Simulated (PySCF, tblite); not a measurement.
**C₄H₉OP: geometry, infrared bands and NMR shifts**

What infrared bands and NMR shifts should C₄H₉OP (`COC1CPC1`) show?

The runs use tblite 0.8.0 and PySCF 2.14.0, with density-fitted response routines of our own; the level of theory stands in each step. All values are computed, except where a source is named. Atoms count from 0, in the outputs and in this text.

## (1) Starting geometry

15 atoms, charge 0, multiplicity 1; geometry from: force field or distance geometry start.

Bonds of the start (Å): C0–O1 1.40, O1–C2 1.46, C2–C3 1.55, C3–P4 1.83, P4–C5 1.85, C5–C2 1.56, C0–H6 1.10, C0–H7 1.08, C0–H8 1.10, C2–H9 1.10, C3–H10 1.10, C3–H11 1.09, P4–H12 1.42, C5–H13 1.09, C5–H14 1.09.

## (2) Geometry optimisation with GFN2-xTB

Job settings and geometry (Å):

```
{"job": {"kind": "relax", "xc": "GFN2-xTB", "basis": "xTB"}, "charge": 0, "multiplicity": 1}
C     -2.207200     0.520400     0.016200
O     -1.141300     0.243200     0.886000
C      0.195400     0.267000     0.306200
C      1.344700    -0.039300     1.292300
P      2.293700    -0.817200    -0.068800
C      0.537700    -0.938100    -0.625200
H     -2.098100     1.525400    -0.416200
H     -2.256200    -0.219400    -0.775400
H     -3.142000     0.486900     0.589500
H      0.335800     1.240100    -0.190100
H      1.107100    -0.785500     2.071500
H      1.851800     0.813000     1.733800
H      2.642900     0.369400    -0.759000
H      0.428500    -0.770500    -1.697100
H      0.102800    -1.887200    -0.328000
```

On the command line:

```console
$ OMP_NUM_THREADS=1 python probes_run.py task.json out
```

This one command runs all jobs of the session in turn.

Standard output:

```text
step      E/eV     max force
  0    -536.06904    1.768
  1    -536.16697    0.670
  2    -536.20510    0.374
  3    -536.22666    0.441
  4    -536.24659    0.392
  5    -536.25640    0.270
  6    -536.26555    0.280
  7    -536.27295    0.239
  8    -536.28029    0.257
  9    -536.28425    0.169
 10    -536.28608    0.116
 11    -536.28721    0.095
 12    -536.28822    0.105
 13    -536.28905    0.070
 14    -536.28958    0.053
 15    -536.28996    0.057
 16    -536.29030    0.069
 17    -536.29061    0.049
 18    -536.29083    0.030
 19    -536.29099    0.031
 20    -536.29114    0.040
 21    -536.29132    0.038
 22    -536.29149    0.031
 23    -536.29165    0.031
 24    -536.29182    0.041
 25    -536.29204    0.044
 26    -536.29235    0.052
 27    -536.29272    0.059
 28    -536.29306    0.052
 29    -536.29335    0.039
 30    -536.29361    0.044
 31    -536.29383    0.041
 32    -536.29397    0.026
 33    -536.29404    0.020
 34    -536.29408    0.017
 35    -536.29413    0.015
 36    -536.29417    0.016
 37    -536.29420    0.014
 38    -536.29422    0.013
 39    -536.29426    0.018
 40    -536.29430    0.018
 41    -536.29433    0.016
 42    -536.29435    0.011
 43    -536.29437    0.013
 44    -536.29439    0.013
 45    -536.29441    0.009
```

Wall time 0.22 s (1 thread of Arm Neoverse V1, shared host).

Step by step: (not every step is listed)

| step | energy from step 0 (eV) | largest force (eV/Å) |
| --- | --- | --- |
| 0 | 0.0000 | 1.7684 |
| 1 | -0.0979 | 0.6701 |
| 2 | -0.1361 | 0.3737 |
| 3 | -0.1576 | 0.4414 |
| 4 | -0.1775 | 0.3920 |
| 5 | -0.1874 | 0.2699 |
| 6 | -0.1965 | 0.2803 |
| 7 | -0.2039 | 0.2385 |
| 8 | -0.2113 | 0.2569 |
| 11 | -0.2182 | 0.0950 |
| 14 | -0.2205 | 0.0535 |
| 17 | -0.2216 | 0.0485 |
| 20 | -0.2221 | 0.0401 |
| 23 | -0.2226 | 0.0315 |
| 26 | -0.2233 | 0.0517 |
| 29 | -0.2243 | 0.0389 |
| 32 | -0.2249 | 0.0260 |
| 35 | -0.2251 | 0.0153 |
| 38 | -0.2252 | 0.0131 |
| 40 | -0.2253 | 0.0175 |
| 41 | -0.2253 | 0.0165 |
| 42 | -0.2253 | 0.0108 |
| 43 | -0.2253 | 0.0132 |
| 44 | -0.2254 | 0.0131 |
| 45 | -0.2254 | 0.0095 |

Close pairs (by a distance rule), those that changed most:

| bond | before (Å) | after (Å) | change (Å) |
| --- | --- | --- | --- |
| O1–C2 | 1.457 | 1.403 | -0.054 |
| C3–P4 | 1.833 | 1.876 | +0.043 |
| P4–C5 | 1.846 | 1.875 | +0.029 |
| C2–C5 | 1.561 | 1.542 | -0.019 |
| C3–H10 | 1.105 | 1.090 | -0.014 |
| C2–C3 | 1.545 | 1.531 | -0.014 |
| C0–H7 | 1.085 | 1.096 | +0.012 |
| C0–H8 | 1.097 | 1.088 | -0.009 |

The final coordinates are the input of the step that follows.

## (3) Harmonic vibrations with GFN2-xTB

Job settings and geometry (Å):

```
{"job": {"kind": "ir", "xc": "GFN2-xTB", "basis": "xTB"}, "charge": 0, "multiplicity": 1}
C     -2.152411     0.487770     0.050517
O     -1.081471     0.171486     0.903328
C      0.176329     0.250936     0.287339
C      1.322417     0.010495     1.273921
P      2.309523    -0.910515    -0.028421
C      0.550939    -0.890822    -0.679690
H     -2.037771     1.495309    -0.369569
H     -2.236463    -0.229475    -0.774117
H     -3.054194     0.447339     0.658316
H      0.285516     1.225437    -0.216273
H      1.000887    -0.674748     2.058623
H      1.775243     0.889690     1.726082
H      2.678121     0.262931    -0.713015
H      0.414485    -0.712759    -1.744949
H      0.044436    -1.815084    -0.396452
```

Standard output:

```text
mode    cm-1     km/mol
  1      90.8      1.99
  2     119.7      3.48
  3     185.8      0.61
  4     259.4      7.21
  5     396.3      3.66
  6     438.0     10.01
  7     528.3      5.59
  8     669.4      0.48
  9     716.3     12.87
 10     737.6     19.37
 11     774.1      2.04
 12     875.6      2.71
 13     895.0     11.00
 14     982.1     21.38
 15     993.7      2.49
 16    1027.0     32.35
 17    1066.9     13.39
 18    1106.0    103.91
 19    1124.6     10.61
 20    1136.2      8.18
 21    1157.9      0.51
 22    1170.2     13.64
 23    1197.4     36.20
 24    1265.2      5.37
 25    1328.1     35.51
 26    1404.7      0.21
 27    1431.2      1.41
 28    1437.6      8.59
 29    1470.1      5.32
 30    1490.6      3.65
 31    2210.3    196.99
 32    2830.5     67.02
 33    2895.6     56.38
 34    2922.9     46.31
 35    2980.1     10.83
 36    2991.6     12.42
 37    2994.5     21.37
 38    3006.1     17.26
 39    3025.6     20.62
```

It took 0.38 s on 1 thread of Arm Neoverse V1, shared host.

Which atoms move in the most intense modes:

| cm⁻¹ | km/mol | atoms |
| --- | --- | --- |
| 1027 | 32.4 | C2 24 %, C0 17 %, O1 13 %, H8 13 % |
| 1106 | 103.9 | O1 38 %, C0 17 %, C2 15 % |
| 1197 | 36.2 | C2 20 %, O1 19 %, H10 13 %, H8 13 % |
| 1328 | 35.5 | H9 74 %, C2 14 % |
| 2210 | 197.0 | H12 97 % |
| 2830 | 67.0 | H9 93 % |
| 2896 | 56.4 | H6 73 %, H7 19 % |
| 2923 | 46.3 | H7 75 %, H6 21 % |

## (4) Nuclear shieldings: PBE0/pcSseg-1

The job, as its differences from that of step 3:

```diff
@@ -1,2 +1,2 @@
-{"job": {"kind": "ir", "xc": "GFN2-xTB", "basis": "xTB"}, "charge": 0, "multiplicity": 1}
+{"job": {"kind": "nmr", "xc": "PBE0", "basis": "pcSseg-1"}, "charge": 0, "multiplicity": 1}
 C     -2.152411     0.487770     0.050517
```

Method: GIAO PBE0/pcSseg-1 NMR shielding, non-relativistic, gas phase.

Standard output:

```text
coarse grid: 12640 points
cycle   1  E = -573.8237489931  dE =  6.892e-01  |g| = 5.626e-01  |ddm| = 3.379e+00
cycle   2  E = -573.7588303701  dE =  6.492e-02  |g| = 8.119e-01  |ddm| = 1.264e+00
cycle   3  E = -573.8862785874  dE = -1.274e-01  |g| = 7.268e-02  |ddm| = 8.570e-01
cycle   4  E = -573.8871152456  dE = -8.367e-04  |g| = 3.231e-02  |ddm| = 8.299e-02
cycle   5  E = -573.8873425646  dE = -2.273e-04  |g| = 7.325e-03  |ddm| = 3.095e-02
cycle   6  E = -573.8873553703  dE = -1.281e-05  |g| = 2.533e-03  |ddm| = 1.171e-02
cycle   7  E = -573.8873568541  dE = -1.484e-06  |g| = 4.335e-04  |ddm| = 2.833e-03
final grid: 116320 points
cycle   8  E = -573.9354692521  dE = -2.685e-05  |g| = 1.135e-02  |ddm| = 2.913e-02
cycle   9  E = -573.9354412054  dE =  2.805e-05  |g| = 1.656e-02  |ddm| = 1.846e-02
cycle  10  E = -573.9354948844  dE = -5.368e-05  |g| = 1.107e-03  |ddm| = 1.187e-02
cycle  11  E = -573.9354951525  dE = -2.680e-07  |g| = 1.816e-04  |ddm| = 1.185e-03
cycle  12  E = -573.9354951600  dE = -7.522e-09  |g| = 6.827e-05  |ddm| = 3.015e-04
cycle  13  E = -573.9354951611  dE = -1.077e-09  |g| = 2.496e-05  |ddm| = 9.788e-05
cycle  14  E = -573.9354951612  dE = -1.412e-10  |g| = 1.930e-06  |ddm| = 2.075e-05
converged SCF energy = -573.9354951612

GIAO shielding tensors (ppm)
atom      isotropic    diamagn.    paramagn.     s11        s22        s33       span
  0 C      130.267     245.319    -115.052     95.545    111.712    183.544     87.998
  1 O      262.255     396.704    -134.449    226.997    242.536    317.233     90.237
  2 C      105.715     245.419    -139.704     77.973     84.837    154.334     76.361
  3 C      159.161     253.469     -94.308    141.840    151.844    183.800     41.960
  4 P      469.269     964.377    -495.107    420.824    467.657    519.327     98.503
  5 C      159.640     254.021     -94.381    142.759    154.076    182.084     39.326
  6 H       28.688      29.796      -1.108     25.028     26.178     34.859      9.831
  7 H       28.231      30.442      -2.211     24.021     26.594     34.079     10.058
  8 H       28.026      28.570      -0.543     23.932     25.612     34.535     10.604
  9 H       27.688      32.773      -5.084     25.146     28.527     29.391      4.245
 10 H       29.589      30.964      -1.376     26.495     28.384     33.888      7.393
 11 H       29.494      30.384      -0.891     25.852     26.178     36.450     10.598
 12 H       28.504      29.704      -1.201     25.661     26.326     33.524      7.863
 13 H       29.514      31.514      -2.000     25.546     27.132     35.864     10.319
 14 H       29.877      31.452      -1.576     26.434     29.023     34.172      7.738
```

Wall time 23 s (1 thread of Arm Neoverse V1, shared host); peak memory 0.72 GiB.

Shifts follow as δ = σ(reference) − σ, with reference shieldings (ppm) from runs at the same level and on the same kind of geometry: ¹H TMS 31.72, ¹³C TMS 186.9, ¹⁷O H2O 336.1, ³¹P H3PO4 318.4. The references are single molecules in the gas phase, so shifts against H2O, NH3, PH3, H3PO4 or CFCl3 are not on the usual liquid scales and can be off by tens of ppm. Atoms listed in one row are averaged.

| atoms | environment | σ (ppm) | δ (ppm) | δ scaled to CDCl3 |
| --- | --- | --- | --- | --- |
| C2 | sp3 CH bonded to O | 105.7 | 81.2 | 77.3 |
| C0 | methyl carbon bonded to O | 130.3 | 56.7 | 53.4 |
| C3, C5 | sp3 CH2 bonded to P | 159.4 | 27.5 | 24.9 |
| H9 | hydrogen on an sp3 CH bonded to O | 27.69 | 4.03 | 3.90 |
| H6, H7, H8 | hydrogen on a methyl carbon bonded to O | 28.32 | 3.40 | 3.31 |
| H12 | hydrogen on a phosphorus bonded to 2 C, in a 4-membered ring | 28.50 | 3.21 | – |
| H11, H13 | hydrogen on an sp3 CH2 bonded to P | 29.50 | 2.21 | 2.19 |
| H10, H14 | hydrogen on an sp3 CH2 bonded to P | 29.73 | 1.98 | 1.98 |
| O1 | ether oxygen | 262.3 | 73.8 | – |
| P4 | phosphorus bonded to 2 C, H, in a 4-membered ring | 469.3 | -150.9 | – |

The scaled column applies a straight-line fit of computed shieldings to shifts measured in CDCl3 (root-mean-square error 0.16 ppm for H, 1.9 ppm for C).

Charges from the same density, by scheme (e):

| atoms | Mulliken | IAO | Hirshfeld | ESP fit |
| --- | --- | --- | --- | --- |
| C0 | -0.02 | -0.20 | -0.04 | 0.02 |
| O1 | -0.50 | -0.39 | -0.15 | -0.42 |
| C2 | 0.05 | 0.10 | 0.04 | 0.12 |
| C3, C5 | -0.40 | -0.45 | -0.12 | 0.08 |
| P4 | 0.22 | 0.31 | 0.10 | -0.32 |

Mayer bond orders: C0–O1 0.93, O1–C2 0.93, C2–C3 0.99, C3–P4 0.98, P4–C5 0.98, C5–C2 0.98.

Ring of atoms C2, C3, P4, C5: NICS(0) -3.0, NICS(1) -2.6, NICS(1)zz 3.7 ppm (means of both faces).

Orbitals, density, ELF and potential are computed afterwards from the orbital file.

Frontier orbitals at PBE0/pcSseg-1, with the share of their density that lies nearest to each atom:

```
orbital  energy (eV)                                   lies on
   HOMO        -6.88                 P4 48 %; O1 12 %; C5 10 %
   LUMO         0.53  P4 46 %; C3, C5 about 10 % each; H12 9 %
```

ELF in a plane through or near 7 of the atoms.

Ten even steps from '0' (0.00) to '9' (1.00):
```
0000000000000000000000000000
0000000000000000000000000000
0000000000000000000000000000
0000000000000000000000000000
0000000024210000000000000000
0000000267641003541001000000
0000000267753017872038720000
0000000254316228983289982000
0000123587259566366699995000
0003566579546257774189972000
0016785342327852236565310000
0027895681875860039994000000
0016898427855341049998100000
0004688655667861009997000000
0001355421258982001651000000
0000000000037861000000000000
0000000000002310000000000000
0000000000000000000000000000
0000000000000000000000000000
0000000000000000000000000000
```
The map spans 11.3 Å across and 9.2 Å up, centred on the molecule. Atoms in the plane (x, y in Å): C0 (2.2, 0.1), O1 (1.0, 0.8), C3 (-1.4, 1.0), P4 (-2.4, -0.6), C5 (-0.6, -1.1), H7 (2.2, -0.9), H8 (3.0, 0.7).

log10 of the density (e/Å³) in the same plane.

Ten even steps from ' ' (-4.0) to '@' (1.8):
```
                                                        
                                                        
                ..........                              
            ..::::------::::..                          
          ..::----======--::::::::::........            
          ::--==++++**++==============------::....      
      ....::--==++******++++++++**++++======--::::      
    ..::::--==++**##%%##******######**++++++++--::..    
    ::----==++++**############%%@@%%########++==--..    
  ..::--==++++**********##############%%##**++==--..    
  ..::====++**##%%********##********####**++==--::..    
  ..--====++**@@@@##**######**++++++**##**++==::::      
  ..::--==++**********##@@##**++==++****++==--::..      
  ..::--====++++++++****####**========++==--::..        
    ..::----========++++****++==----------::..          
      ..::::::------====++++==--::::........            
          ....::::::::--------::....                    
                  ....::::::::..                        
                                                        
                                                        
```
The map spans 11.3 Å across and 9.2 Å up, centred on the molecule. Atoms in the plane (x, y in Å): C0 (2.2, 0.1), O1 (1.0, 0.8), C3 (-1.4, 1.0), P4 (-2.4, -0.6), C5 (-0.6, -1.1), H7 (2.2, -0.9), H8 (3.0, 0.7).

On the surface of density 0.002 e/bohr³ the electrostatic potential runs, from the 1st to the 99th percentile, from -1.39 V near O1 to 0.75 V near H13.

## (5) What came out

| quantity | value |
| --- | --- |
| strongest single infrared mode (GFN2-xTB) | 2210 cm⁻¹, 197 km/mol |
| zero-point energy (GFN2-xTB) | 76.2 kcal/mol |
| ¹³C shifts against TMS (PBE0/pcSseg-1, means over atoms taken as alike) | 81.2, 56.7, 27.5 ppm |
| ¹H shifts against TMS (PBE0/pcSseg-1, means over atoms taken as alike) | 4.03, 3.40, 3.21, 2.21, 1.98 ppm |
| ¹⁷O shifts against H2O (PBE0/pcSseg-1) | 73.8 ppm |
| ³¹P shifts against H3PO4 (PBE0/pcSseg-1) | -150.9 ppm |
| surface potential, 1st and 99th percentile | -1.39 V and 0.75 V |

**Reading.** The optimisation took 45 steps and gained 0.225 eV; among the close pairs (by a distance rule), O1–C2 changed most, from 1.457 to 1.403 Å. No mode is imaginary among the 39: a minimum at this level. The strongest single mode, at 2210 cm⁻¹, moves mainly H12. GFN2-xTB is a fitted tight-binding method: band positions and strengths are rough. Its intensities can rank the bands wrongly. The most deshielded carbon is C2 (sp3 CH bonded to O), at 81.2 ppm: deshielded by the electronegative neighbour. H9 (hydrogen on an sp3 CH bonded to O) lies farthest downfield among hydrogen, at 4.03 ppm; its carbon carries O, which withdraws density. At PBE0/pcSseg-1: The largest span, 99 ppm, is at P4, where the paramagnetic term is -495 ppm.
